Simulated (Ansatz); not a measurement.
System: bcc Nb. Method: PBEsol (plane waves, PAW; Ansatz, a program for electronic structure).

Numerical settings: plane-wave cutoff 500 eV, 18×18×1 k mesh (along the axes of the cell as run), Fermi–Dirac smearing 0.1 eV, scalar-relativistic PAW data made under PBE.

Question: What does this level give for the surface energy of the (111) face and work function of the (111) face?

Answer: 
- surface energy of the (111) face = 2.63 J/m²
- work function of the (111) face = 3.92 eV

The slab of 18 atoms is relaxed and unreconstructed.

The computed numbers hold no vibrational or temperature effects.

Cost on a shared machine: very roughly 40 core-minutes.
